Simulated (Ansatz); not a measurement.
Basis-set extrapolation for C2H5O2S− (`[CH2-]S(C)(=O)=O`) (PBE0-D4/def2-TZVPD geometry, frozen core, the Gaussian-basis code of Ansatz). Multiplicity 1, RHF reference.

|  | def2-TZVPPD | def2-QZVPPD |
| --- | --- | --- |
| HF | -625.958490 | -625.981577 |
| MP2 correlation | -1.039579 | -1.114970 |
| CCSD(T) correlation | -1.105976 | not run |

Energies in hartree. Use E(X) = E(∞) + A·exp(−7.88·√X) for Hartree–Fock and E(X) = E(∞) + B·X^(−2.97) for correlation, with X = 3 and 4, and add CCSD(T) minus MP2 of the smaller set to the MP2 limit.

Question: What is the CCSD(T) energy at the basis-set limit?

Answer: HF limit: -625.981577 + (-0.023087) × 0.13774 = -625.98476. MP2 limit: -1.114970 + (-0.075391) × 0.74074 = -1.17082. Higher-order term: -1.105976 − (-1.039579) = -0.06640. Total: -627.22198 hartree, 413.6 kJ/mol below CCSD(T)/def2-TZVPPD.
